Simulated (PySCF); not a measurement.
**Bond length, frequency and bond energy of BP⁺ by level of theory**

State: ⁴Σ⁻ (quartet), unpaired electrons σ ↑, π ↑↑. Set-up: B aug-pcseg-1, P aug-pcseg-1; no relativity (PySCF 2.14). De refers to B⁺ + P in their high-spin ground configurations, without counterpoise correction. The functionals are run spin-unrestricted. A positive dipole points towards P; it is taken about the centre of mass and depends on that origin.

```tsv
Level	Re (Å)	ωe (cm⁻¹)	De (eV)	μ (D)	CPU s a point (SCF and correlation, without the integrals)
UHF	1.844	740	1.64	-2.57	0.11
UHF-MP2	1.849	784	1.90	n/a	0.17
UHF-SCS-MP2	1.865	722	1.69	n/a	n/a
UHF-CCSD	1.885	661	1.56	n/a	n/a
UHF-CCSD(T)	1.891	669	1.69	n/a	1.8
LDA	1.864	761	3.46	-1.38	0.33
PBE	1.878	738	3.09	-1.55	0.49
BP86	1.881	728	3.03	-1.57	0.32
r²SCAN	1.858	774	3.05	-1.80	0.72
PBE0	1.855	770	2.82	-1.76	0.73
M06-2X	1.841	792	2.58	-1.73	0.81
```

Which functional lies closest to UHF-CCSD(T) in De, which farthest, and by how much do they differ from it?

Closest is M06-2X (-5.0 pm in Re, +18.4 % in ωe, +0.89 eV in De against UHF-CCSD(T) in the same basis), farthest LDA (-2.7 pm in Re, +13.8 % in ωe, +1.77 eV in De). CCSD(T) converges more slowly with the basis than the functionals do and binds too weakly in this one, so the order can change at the basis-set limit.

What does a quarter of exact exchange do here, going from PBE to PBE0?

PBE0 less PBE: -2.3 pm in Re, +4.3 % in ωe, -0.27 eV in De. Exact exchange removes part of the self-interaction that spreads semilocal densities, and in most molecules shortens and stiffens the bond and lowers De; so it does here.

What does the step from GGA to meta-GGA do here, going from PBE to r²SCAN?

r²SCAN less PBE: -2.0 pm in Re, +4.9 % in ωe, -0.04 eV in De. 

Correlated steps freeze 6 core orbitals. Correlated levels converge slowly with the basis: in double zeta they bind strong bonds too weakly, by up to about 1 eV, and carry superposition errors of some tenths. For an ion De counts to the pair picked by the measured ionisation energies or electron affinities, which need not be the lowest pair at this level. The CCSD T1 diagnostic is raised, a sign that a single reference may not be enough here. The state was picked by a PBE0 search and need not be the measured ground state.

The whole job (state search and all levels along the bond) took about 1.6 min on 1 thread of Arm Neoverse V2 (shared host), peak memory 0.62 GiB.
